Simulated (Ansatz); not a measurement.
# Solid iodine

Level of theory: RPBE (Ansatz, a program for electronic structure, PAW).

Run with plane-wave cutoff 520 eV, 8×8×4 k mesh (along the axes of the cell as run), Fermi–Dirac smearing 0.01 eV, scalar-relativistic PAW data made under PBE.

Cell (measured lattice):

I has the orthorhombic space group Cmce (No. 64), Pearson symbol oS8. Lattice parameters: a = 7.2579 Å, b = 4.7828 Å, c = 9.8238 Å, α = 90.00°, β = 90.00°, γ = 90.00°. I on 8f has 1 I at 2.743 Å. (Neighbours: up to the widest gap in distance over summed covalent radii, below 1.35, at either atom.)
(The calculation used a cell of 4 atoms; values per cell refer to that cell.)

```json
{
 "band_gap": "1.16 eV",
 "smallest_direct_gap_on_the_k_points_sampled": "1.33 eV"
}
```

Note: cell and atoms aren't relaxed at this level (largest force component 0.32 eV/Å, pressure 2.2 GPa).

Spin–orbit coupling is not included; with these elements it can move the gap by several tenths of an eV or more.

Computed values are for the static lattice.

It cost very roughly 2.2 core-minutes of CPU time.
